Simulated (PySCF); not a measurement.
Si2H6O, closed shell: at a first-order saddle point.

run.py

```python
import json, numpy as np
from pyscf import gto, scf, dft, mp, cc
EV, BOHR = 27.211386245988, 0.529177210903
mol = gto.M(atom="""
Si -0.175036 1.016128 0.062346
Si 1.213770 -0.830590 0.479024
H -0.843474 1.521848 -1.335357
O -1.408576 0.393376 -1.255885
H -1.044156 1.086752 1.285479
H 0.414989 -2.043688 0.815904
H 2.064563 -1.138513 -0.701128
H 2.105547 -0.510130 1.628972
H -2.327527 0.504817 -0.979355
""", basis="def2-svp", charge=0, spin=0, max_memory=8670, verbose=0)
def mean_field(mol, dm=None):
    mf = dft.RKS(mol, xc="pbe").density_fit()
    mf.conv_tol = 1e-9; mf.grids.level = 4
    mf.kernel(dm0=dm)
    if not mf.converged: mf = mf.newton().run(mf.mo_coeff, mf.mo_occ)
    assert mf.converged
    return mf
def d4(mol):
    from pyscf.dispersion.dftd4 import DFTD4Dispersion
    real = gto.M(atom=[(mol.atom_pure_symbol(i), mol.atom_coord(i)) for i in range(9)], unit='B', charge=mol.charge, spin=None, basis='def2-svp', verbose=0)
    r = DFTD4Dispersion(real, xc="pbe", atm=True).get_dispersion(grad=True); return r["energy"], r["gradient"]
def energy_and_gradient(mol, dm=None):
    mf = mean_field(mol, dm); e, g = d4(mol)
    return mf, (mf.e_tot + e) * EV, (mf.nuc_grad_method().kernel()[:9] + g) * EV / BOHR
out = {}
mf = mean_field(mol); e = d4(mol)[0]
out.update(energy=(mf.e_tot + e) * EV, converged=True, dispersion=e * EV)
out['s2'] = mf.spin_square()[0]; out['nelec'] = mol.nelec
print(f"Total energy {out['energy']:.6f} eV, <S^2> {out['s2']:.4f}")
json.dump(out, open("out.json", "w"), default=float)
```

Command:

```bash
OMP_NUM_THREADS=4 python run.py
```

It printed (PySCF 2.14):

```
Total energy -17880.599802 eV, <S^2> 0.0000
```

The run took about 4.2 s on 4 CPU threads of an Arm Neoverse V1 (shared host).
